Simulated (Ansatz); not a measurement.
Ligand exchange: AlH(CH3)(OH) + MgH(OH) → AlH(OH)2 + MgH(CH3)

Species: AlH(CH3)(OH), singlet; MgH(OH), singlet; AlH(OH)2, singlet; MgH(CH3), singlet. The partners trade CH3 for OH: Al–CH3 and Mg–OH bonds give way to Al–OH and Mg–CH3.

Shapes, held fixed at every level: PBE0-D4/def2-TZVP. Flexible molecules stand in one conformer, not always the lowest. Programs: Ansatz 0.2.0. The zero-point and thermal change to 298 K, harmonic and unscaled (PBE0-D4/def2-TZVP), is -1.7 kJ/mol.

```tsv
level	kind	ΔH(298 K) (kJ/mol)	less CCSD(T)/def2-TZVPP	CPU time (sum over the molecules)
HF/def2-SVP	Hartree–Fock	+15.3	+20.8	–
SPW92/def2-TZVPP	LDA	-3.7	+1.8	6.3 s
r2SCAN-D4/def2-TZVPP	meta-GGA	+0.2	+5.7	24 s
BHLYP-D4/def2-TZVPP	global hybrid	-1.4	+4.1	13 s
r2SCAN0-D4/def2-TZVPP	global hybrid	-0.1	+5.4	24 s
MP2/def2-TZVPP	perturbation theory	-3.5	+2.0	–
CCSD(T)/def2-TZVPP	coupled cluster or CI	-5.5	0.0	1.7 min
```

The highest level, CCSD(T)/def2-TZVPP, gives ΔH(298 K) = -5.5 kJ/mol; the levels span -5.5 to +15.3. They disagree on the sign: 2 of 7 are positive. The column of differences is taken from that level and isn't an error. No measured value is set beside it here. Correlated rows may include outer-core shells of Mg, which these sets cover unevenly. Times are processor times on shared x86 and Arm servers, and rough.
